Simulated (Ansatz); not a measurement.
Input file:

```yaml
crystal:
  periodic: [false, false, false]
  atoms:
    - {symbol: Si, position_ang: [0.000000, 0.000000, 0.000000]}
    - {symbol: P, position_ang: [0.000000, 0.000000, 2.233000]}
basis:
  gaussian: {orbitals: 6-31G, occupation: {up: {"A1": 9, "B1": 2, "B2": 3}, down: {"A1": 9, "B1": 2, "B2": 3}}}
total_charge: 1
correlation: {method: fci, electrons: outside_noble_gas}
```

```sh
$ ansatz run in.yaml --threads 1 --pin off --events-out ev --progress --plain --max-ram 2393MiB
```

Log:

```
495 factors; integrals over basis functions are off by at most 3.4e-8 eV
mean field evaluation 1: about -17120.4183 eV, gradient 1.0e1 eV
mean field evaluation 2: about -17120.9370 eV, gradient 4.5e-1 eV
mean field evaluation 4: about -17120.9421 eV, gradient 3.5e-2 eV
mean field evaluation 8: about -17120.9421 eV, gradient 1.6e-6 eV
mean field -17120.94214470 eV, -629.1830188265 hartree, gradient 1.6e-6 eV, S^2 0.000000; 0 other end points of the search recorded, 0 dependent functions left out; unrestricted orbitals would lower it
10 core orbitals not correlated: weight in the atoms' cores, before any rotation towards them, 1.000 or more for the frozen orbitals, at most 0.000 for the correlated occupied ones
reference -17120.94214470 eV, -629.1830188265 hartree; 4, 4 occupied and 12, 12 virtual orbitals, 495 factors
state -17123.98633880 eV, -629.2948908962 hartree
Total energy: -17123.98633880 eV, -629.2948908962 hartree
```

Natural occupations: 1.9765 1.9506 1.9121 1.0080 0.9285 0.0731 0.0702 0.0533 0.0076 0.0048 0.0046 0.0041 0.0032 0.0014 0.0010 0.0010.

Ran on 1 thread of Arm Neoverse V1, shared host: 4.9 s wall, 0.15 GiB peak host memory.
